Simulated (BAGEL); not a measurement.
**C2H4F2S (SMILES FCSCF): HF/3-21G (density fitting with qzvpp-jkfit)**

What is the energy change on altering one bond length of C2H4F2S at HF/3-21G (density fitting with qzvpp-jkfit)? 

The results are computed with BAGEL 1.2.2.

2 further runs of the same task are left out: 2 set aside as unsound or not needed. Runs told in other sessions of the task aren't counted.

**1. Starting point**

The species is C2H4F2S (9 atoms), meant as a singlet with charge 0. As SMILES, `FCSCF`. The coordinates come from a GFN2-xTB relaxation. This is one conformer, not always the lowest.

Bond lengths: F1–C2 1.361 Å, C2–S3 1.817 Å, S3–C4 1.816 Å, C4–F5 1.362 Å, C2–H6 1.093 Å, C2–H7 1.091 Å, C4–H8 1.093 Å, C4–H9 1.091 Å. Some angles: F1–C2–S3 111.3°, C2–S3–C4 98.0°, S3–C4–F5 111.3°, F1–C2–H6 108.1°, F1–C2–H7 108.5°, S3–C2–H6 109.6°, S3–C2–H7 107.5°, S3–C4–H8 109.6°, S3–C4–H9 107.5°, F5–C4–H8 108.1°.

**2. A single-point energy at HF/3-21G (density fitting with qzvpp-jkfit)**

input.json

```json
{ "bagel": [

{
  "title": "molecule",
  "basis": "3-21g",
  "df_basis": "qzvpp-jkfit",
  "angstrom": true,
  "geometry": [
    { "atom": "F", "xyz": [    0.209210,   -0.331020,   -1.924700 ] },
    { "atom": "C", "xyz": [    0.888130,    0.371850,   -0.977230 ] },
    { "atom": "S", "xyz": [    0.954980,   -0.534260,    0.595970 ] },
    { "atom": "C", "xyz": [   -0.804910,   -0.418360,    1.028570 ] },
    { "atom": "F", "xyz": [   -1.154870,    0.859680,    1.341830 ] },
    { "atom": "H", "xyz": [    0.375340,    1.325600,   -0.829310 ] },
    { "atom": "H", "xyz": [    1.915080,    0.510300,   -1.319300 ] },
    { "atom": "H", "xyz": [   -1.413280,   -0.738170,    0.178440 ] },
    { "atom": "H", "xyz": [   -0.969690,   -1.045620,    1.905730 ] }
  ]
},
{
  "title": "hf"
},
{
  "title": "print",
  "file": "orbitals.molden",
  "orbitals": true
}

]}
```

The run is started by

```console
$ BAGEL_NUM_THREADS=1 BAGEL input.json > input.out
```

The program printed:

```text
* using 1 threads per process

  ===============================================================
  ===============================================================

  *** Geometry ***

  { "atom" : "F", "xyz" : [      0.395350,     -0.625537,     -3.637156 ] },
  { "atom" : "C", "xyz" : [      1.678322,      0.702695,     -1.846697 ] },
  { "atom" : "S", "xyz" : [      1.804651,     -1.009605,      1.126220 ] },
  { "atom" : "C", "xyz" : [     -1.521059,     -0.790586,      1.943716 ] },
  { "atom" : "F", "xyz" : [     -2.182388,      1.624560,      2.535691 ] },
  { "atom" : "H", "xyz" : [      0.709290,      2.505021,     -1.567169 ] },
  { "atom" : "H", "xyz" : [      3.618977,      0.964327,     -2.493116 ] },
  { "atom" : "H", "xyz" : [     -2.670712,     -1.394939,      0.337203 ] },
  { "atom" : "H", "xyz" : [     -1.832449,     -1.975935,      3.601308 ] },

  Number of auxiliary basis functions:      504

  Since a DF basis is specified, we compute 2- and 3-index integrals:
    o Being stored without compression. Storage requirement is 0.013 GB

  Number of basis functions:       57
  Number of electrons      :       50

    * METHOD: MOLECULE                             0.32

  *** RHF ***

  === Nuclear Repulsion ===
   238.7381089091

      * DIIS with orbital gradients will be used.

  === RHF iteration (3-21g) ===
      0       -670.82261903          0.02181502           0.07
      1       -670.92363570          0.01236259           0.07
      2       -670.95597168          0.00142841           0.07
      3       -670.95707486          0.00023930           0.07
      4       -670.95712162          0.00008157           0.07
      5       -670.95712583          0.00002042           0.07
      6       -670.95712615          0.00000475           0.07
      7       -670.95712617          0.00000123           0.07
      8       -670.95712618          0.00000052           0.07
      9       -670.95712618          0.00000020           0.07
     10       -670.95712618          0.00000007           0.07
     11       -670.95712618          0.00000002           0.07
     12       -670.95712618          0.00000001           0.07
    * SCF iteration converged.

    * Permanent dipole moment:
           (   -0.047800,     0.026493,    -0.023818) a.u.

    * METHOD: HF                                   1.09

    * METHOD: PRINT                                0.01

  ===============================================================
```

Wall time 1.6 s (1 thread of Arm Neoverse N1, shared host); peak memory 0.093 GiB.

**3. The distorted shape at the same level**

input.json

```json
{ "bagel": [

{
  "title": "molecule",
  "basis": "3-21g",
  "df_basis": "qzvpp-jkfit",
  "angstrom": true,
  "geometry": [
    { "atom": "F", "xyz": [       0.005515,      -0.541901,      -2.208968 ] },
    { "atom": "C", "xyz": [       0.888130,       0.371850,      -0.977230 ] },
    { "atom": "S", "xyz": [       0.954980,      -0.534260,       0.595970 ] },
    { "atom": "C", "xyz": [      -0.804910,      -0.418360,       1.028570 ] },
    { "atom": "F", "xyz": [      -1.154870,       0.859680,       1.341830 ] },
    { "atom": "H", "xyz": [       0.375340,       1.325600,      -0.829310 ] },
    { "atom": "H", "xyz": [       1.915080,       0.510300,      -1.319300 ] },
    { "atom": "H", "xyz": [      -1.413280,      -0.738170,       0.178440 ] },
    { "atom": "H", "xyz": [      -0.969690,      -1.045620,       1.905730 ] }
  ]
},

{
  "title": "hf"
},

{
  "title": "print",
  "file": "orbitals.molden",
  "orbitals": true
}

]}
```

The run is started by

```console
$ BAGEL_NUM_THREADS=1 BAGEL input.json > input.out
```

The program printed:

```text
* using 1 threads per process

  ===============================================================
  ===============================================================

  *** Geometry ***

  { "atom" : "F", "xyz" : [      0.010422,     -1.024044,     -4.174345 ] },
  { "atom" : "C", "xyz" : [      1.678322,      0.702695,     -1.846697 ] },
  { "atom" : "S", "xyz" : [      1.804651,     -1.009605,      1.126220 ] },
  { "atom" : "C", "xyz" : [     -1.521059,     -0.790586,      1.943716 ] },
  { "atom" : "F", "xyz" : [     -2.182388,      1.624560,      2.535691 ] },
  { "atom" : "H", "xyz" : [      0.709290,      2.505021,     -1.567169 ] },
  { "atom" : "H", "xyz" : [      3.618977,      0.964327,     -2.493116 ] },
  { "atom" : "H", "xyz" : [     -2.670712,     -1.394939,      0.337203 ] },
  { "atom" : "H", "xyz" : [     -1.832449,     -1.975935,      3.601308 ] },

  Number of auxiliary basis functions:      504

  Since a DF basis is specified, we compute 2- and 3-index integrals:
    o Being stored without compression. Storage requirement is 0.013 GB

  Number of basis functions:       57
  Number of electrons      :       50

    * METHOD: MOLECULE                             0.33

  *** RHF ***

  === Nuclear Repulsion ===
   228.5573107190

      * DIIS with orbital gradients will be used.

  === RHF iteration (3-21g) ===
      0       -670.68610122          0.02587314           0.08
      1       -670.81966059          0.01856522           0.07
      2       -670.90081852          0.00216437           0.07
      3       -670.90371403          0.00099983           0.07
      4       -670.90413177          0.00024721           0.07
      5       -670.90420078          0.00005881           0.07
      6       -670.90420391          0.00001971           0.07
      7       -670.90420419          0.00000622           0.07
      8       -670.90420423          0.00000305           0.07
      9       -670.90420423          0.00000114           0.07
     10       -670.90420423          0.00000052           0.07
     11       -670.90420423          0.00000024           0.07
     12       -670.90420423          0.00000008           0.07
     13       -670.90420423          0.00000004           0.07
     14       -670.90420423          0.00000002           0.07
     15       -670.90420423          0.00000001           0.07
     16       -670.90420423          0.00000000           0.07
    * SCF iteration converged.

    * Permanent dipole moment:
           (   -0.252228,    -0.147449,    -0.551714) a.u.

    * METHOD: HF                                   1.39

    * METHOD: PRINT                                0.01

  ===============================================================
```

It took 1.9 s on 1 thread of Arm Neoverse N1, shared host; peak memory 0.093 GiB.

**4. Outcome**

At HF/3-21G (density fitting with qzvpp-jkfit):

| quantity | value |
| --- | --- |
| first shape: total energy | -670.95713 Eh |
| first shape: dipole moment | 0.15 D |
| first shape: HOMO energy | -10.62 eV |
| first shape: LUMO energy | 5.04 eV |
| first shape: HOMO–LUMO gap | 15.65 eV |
| distorted shape: total energy | -670.90420 Eh |
| distorted shape: dipole moment | 1.59 D |
| distorted shape: HOMO energy | -10.86 eV |
| distorted shape: LUMO energy | 3.73 eV |
| distorted shape: HOMO–LUMO gap | 14.59 eV |
| energy change with the F1–C2 bond stretched from 1.361 to 1.769 Å | 1.440 eV |

In words: With the F1–C2 bond stretched from 1.361 to 1.769 Å the energy rises by 1.44 eV (33 kcal/mol). The first shape isn't relaxed at this level, so the change isn't measured from a minimum.
